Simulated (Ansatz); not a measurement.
The input, for Ansatz 0.2.0:

```yaml
crystal:
  periodic: [false, false, false]
  atoms:
    - {symbol: B, position_ang: [0.000000, -0.166725, 0.821814]}
    - {symbol: C, position_ang: [0.000000, 0.069000, -0.670687]}
    - {symbol: H, position_ang: [0.000000, 0.643783, 1.698084]}
    - {symbol: H, position_ang: [0.000000, 1.062299, -1.123373]}
    - {symbol: H, position_ang: [0.000000, -0.740028, -1.397397]}
basis:
  gaussian: {orbitals: cc-pVDZ}
total_charge: 1
magnetization: {spin_polarized: true, initial_magnetization: 1}
correlation: {method: bccd, electrons: all, diis_vectors: 4}
```

```sh
$ ansatz run in.yaml --threads 1 --pin off --events-out ev --progress --plain --max-ram 2393MiB
```

Log:

```
393 factors; integrals over basis functions are off by at most 1.1e-3 eV
mean field evaluation 1: about -1736.8081 eV, gradient 1.9e1 eV
mean field evaluation 2: about -1736.8084 eV, gradient 1.9e1 eV
mean field evaluation 4: about -1738.9889 eV, gradient 1.4e0 eV
mean field evaluation 8: about -1739.0201 eV, gradient 8.7e-4 eV
mean field evaluation 16: about -1739.0183 eV, gradient 2.0e-1 eV
mean field evaluation 32: about -1736.9310 eV, gradient 1.3e-1 eV
mean field evaluation 64: about -1736.9320 eV, gradient 1.3e-2 eV
mean field evaluation 96: about -1739.0058 eV, gradient 6.0e-1 eV
mean field -1739.02000009 eV, -63.9078062532 hartree, gradient 2.2e-6 eV, S^2 0.756373; 2 other end points of the search recorded, 0 dependent functions left out
determinant -1739.02000009 eV, -63.9078062532 hartree, with singles and doubles -1744.54340855 eV, -64.1107877702 hartree
determinant -1736.93083436 eV, -63.8310308286 hartree, with singles and doubles -1741.99385168 eV, -64.0170932833 hartree
reference -1739.02000009 eV, -63.9078062532 hartree; 7, 6 occupied and 36, 37 virtual orbitals, 393 factors
second order -4.67188074 eV of doubles, -0.00000000 eV of singles
cycle   1  -5.51727241 eV  change    6.1e-3 eV  update   4.8e-3
cycle   2  -5.51657618 eV  change    7.0e-4 eV  update   9.8e-4
cycle   3  -5.51635641 eV  change    2.2e-4 eV  update   5.5e-4
cycle   4  -5.51621542 eV  change    1.4e-4 eV  update   2.5e-4
cycle   5  -5.51628420 eV  change   -6.9e-5 eV  update   1.3e-4
cycle   6  -5.51629535 eV  change   -1.1e-5 eV  update   5.6e-5
cycle   7  -5.51631363 eV  change   -1.8e-5 eV  update   2.6e-5
cycle   8  -5.51631443 eV  change   -8.0e-7 eV  update   1.1e-5
Total energy: -1744.53631452 eV, -64.1105270695 hartree
```

Ran on 1 thread of AMD EPYC, shared host: 8.5 s wall, 0.16 GiB peak host memory.
